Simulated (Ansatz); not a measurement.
# HSiC, quartet: vertical spin and charge gaps

Geometry (PBE0/def2-TZVP stationary point for this spin, not checked as a minimum):

| atom | x (Å) | y (Å) | z (Å) |
| --- | --- | --- | --- |
| Si | 0.0000 | -0.0832 | 0.5272 |
| C | 0.0000 | 0.0762 | -1.3058 |
| H | 0.0000 | 1.4109 | 0.8685 |

Basis cc-pVDZ; Ansatz 0.2.0. Only valence electrons are correlated (noble-gas cores frozen). Prefix R: restricted or restricted open-shell reference; prefix U: unrestricted. Active spaces: valence = (9e, 9o) chosen from the atoms' valence shells.

Gaps are energies of the second state less the first, at fixed atoms, for a selection of the levels run; each method lands on the state that its own search finds for that charge and spin.

Unrestricted rows (U, and Kohn–Sham where it breaks symmetry) aren't spin-pure: their determinants' ⟨S²⟩ exceeds S(S+1) by up to 0.75, so they mix in states of higher spin. HF rows: RHF is the determinant under the cluster runs. Coupled cluster chose its determinant by a search with trial CCSD, here up to 0.76 eV above the lowest Hartree–Fock solution of its kind, and MP2 stands on that determinant too. For open shells CISD is restricted-active-space CI with the open shells as a complete middle space. A value is left out where its run failed or describes another state than the reference as far as symmetry and spin tell, or, spin-broken singlets apart, can't be checked.

Removing an electron, to the triplet: 8.321 eV at UCCSDTQ.

Large singles or doubles amplitudes warn of static correlation in the HSiC⁺ triplet.

```tsv
level	gap (eV)	error (meV)	⟨S²⟩ where 0.1 over S(S+1) (first / second)
RHF	8.700	379	– / –
RMP2	8.598	277	– / –
UMP2	8.892	571	– / 2.45
CISD	8.526	205	– / –
RCCSD	8.470	149	– / –
UCCSD	8.538	217	– / 2.45
RCCSD(T)	8.345	24	– / –
UCCSD(T)	8.400	79	– / 2.45
BCCD(T)*	8.370	49	– / –
RCCSDT	8.332	11	– / –
UCCSDT	8.340	19	– / 2.45
RCCSDT(Q)	8.319	-2	– / –
UCCSDT(Q)	8.309	-12	– / 2.45
RCCSDTQ	8.319	-2	– / –
CASSCF (valence space)	7.504	-817	– / –
NEVPT2 (valence space)	8.111	-210	– / –
MRCISD (valence space)	8.217	-104	– / –
MRCISD+Q (valence space)	8.299	-22	– / –
PBE	8.436	115	– / –
r2SCAN	8.639	318	– / 2.20
PBE0	8.675	354	– / 2.13
B3LYP	8.590	269	– / –
wB97M-V	8.597	276	– / 2.10
B2PLYP	8.577	256	– / 2.38
RPA-PBE	8.380	59	– / –
```

An asterisk marks runs whose energy the program itself flagged as in doubt.

Doublet less quartet: -0.433 eV at UCCSDTQ.

Large singles or doubles amplitudes warn of static correlation in the HSiC doublet.

```tsv
level	gap (eV)	error (meV)	⟨S²⟩ where 0.1 over S(S+1) (first / second)
RCCSD	-0.110	323	– / –
UCCSD	-0.112	321	– / 1.50
RCCSD(T)	-0.392	41	– / –
UCCSD(T)	-0.376	57	– / 1.50
BCCD(T)*	-0.365	68	– / –
RCCSDT	-0.395	38	– / –
RCCSDT(Q)	-0.447	-14	– / –
UCCSDT(Q)	-0.478	-45	– / 1.50
NEVPT2 (valence space)	-0.482	-49	– / –
RPA-PBE	-0.524	-91	– / –
```

Removing an electron, to the quintet: 9.707 eV at UCCSDTQ.

```
                 level  gap (eV)  error (meV)
                 UCCSD     9.636          -71
              UCCSD(T)     9.685          -22
               BCCD(T)     9.691          -16
             RCCSDT(Q)     9.708            1
             UCCSDT(Q)     9.708            1
NEVPT2 (valence space)     9.512         -195
                   PBE     9.889          182
                r2SCAN     9.709            2
                B2PLYP     9.788           81
               RPA-PBE     9.928          221
```

Sextet less quartet: 2.650 eV at UCCSDTQ.

| level | gap (eV) | error (meV) |
| --- | --- | --- |
| RCCSD | 2.539 | -111 |
| UCCSDT | 2.642 | -8 |
| RCCSDT(Q) | 2.651 | 1 |
| UCCSDT(Q) | 2.651 | 1 |
| RCCSDTQ | 2.651 | 1 |
| NEVPT2 (valence space) | 2.616 | -34 |
| MRCISD+Q (valence space) | 2.662 | 12 |
| wB97M-V | 3.042 | 392 |
| B2PLYP | 2.821 | 171 |
| RPA-PBE | 2.909 | 259 |

In so small a basis the reference is far from its limit while semilocal and hybrid functionals are nearer theirs (RPA and double hybrids share part of the reference's basis error), so the functionals' errors here hold much of the reference's basis and frozen-core error, which can add to them or hide them.

Full CI isn't at hand for all of this; UCCSDTQ serves as the reference, and is uncertain by the last step of the cluster series or more. The frozen core follows each run's orbitals, which can shift R against U totals by a few meV.
